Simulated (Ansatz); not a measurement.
Species: HO, charge 0, doublet. HO (SMILES [OH], doublet).
B3LYP-D3(BJ)/def2-TZVP minimum from Ansatz (a first-principles code):
```xyz
2

O      0.0000     0.0000    -0.1085
H      0.0000     0.0000     0.8682
```
Charge 0, spin multiplicity 2.

Total energies in cc-pVQZ, 7 correlated electrons, 1 frozen orbitals. Radicals and triplets start from unrestricted determinants; spin-orbit coupling is neglected. Correlated methods leave the cores frozen. No relativity.

```json
[
 {"method": "HF", "program": "Ansatz", "energy (Eh)": "-75.42557", "minus CCSDT(Q) (mEh)": "236.52"},
 {"method": "MP2", "program": "Ansatz", "energy (Eh)": "-75.64346", "minus CCSDT(Q) (mEh)": "18.64"},
 {"method": "CCSD", "program": "Ansatz", "energy (Eh)": "-75.65538", "minus CCSDT(Q) (mEh)": "6.71"},
 {"method": "CCSD(T)", "program": "Ansatz", "energy (Eh)": "-75.66159", "minus CCSDT(Q) (mEh)": "0.51"},
 {"method": "CCSDT(Q)", "program": "Ansatz", "energy (Eh)": "-75.66210", "minus CCSDT(Q) (mEh)": "0.00"}
]
```

Rough core times of Ansatz's runs on a shared machine: CCSD(T) under 20 s, CCSDT(Q) 5 min.
